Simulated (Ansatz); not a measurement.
## Ru, hcp: geometry optimisation

All numbers below come from DFT, LDA (PW92), plane waves (420 eV) with PAW, scalar-relativistic (Ansatz). The PAW files were generated under PBE, with cores re-solved for the functional.

k-point mesh 13×13×8, Fermi-Dirac smearing 0.1 eV, no spin polarisation. Cell and atoms relax.

Starting structure:

```yaml
crystal:
  lattice:
    - [2.7038898633, 0.0, 0.0]
    - [-1.3519449316, 2.3416373106, 0.0]
    - [0.0, 0.0, 4.28168]
  atoms:
    - { symbol: Ru, position: [0.3333333333, 0.6666666667, 0.25] }
    - { symbol: Ru, position: [0.6666666667, 0.3333333333, 0.75] }
hamiltonian:
  xc: lda
  pseudopotentials:
    kind: paw
    azcp:
      Ru: "pseudopotentials/Ru.paw.azcp"
basis:
  ecutwfc: 420
  fft_grid_basis: typed
kpoints:
  mp_grid: { grid: [13, 13, 8], shift: [0, 0, 0] }
magnetization:
  spin_polarized: false
scf:
  occupations: { method: fermi_dirac, width: 0.1 }
relax:
  max_steps: 60
  f_tol: 0.01
  cell: {}
```

Question: What cell does the relaxation end in?

Answer: P6_3/mmc with a = 2.678 Å, c = 4.218 Å (c/a = 1.575); 13.09 Å³ per atom against 13.55 at the start (-3.4 %).

Question: How much energy does the relaxation gain?

Answer: 17.9 meV per atom.

Path of the relaxation (the plane waves are chosen anew near the end, which can shift the energy a little):

```
step  E − E(final) (meV/atom)  V (Å³/atom)  P (GPa)  max force (eV/Å)
   0                    17.86       13.555   -11.70             0.000
   1                     0.04       13.128    -0.94             0.000
   2                    -0.07       13.092     0.07             0.000
   3                    -0.07       13.095     0.00             0.000
   4                     0.00       13.095     0.00             0.000
```
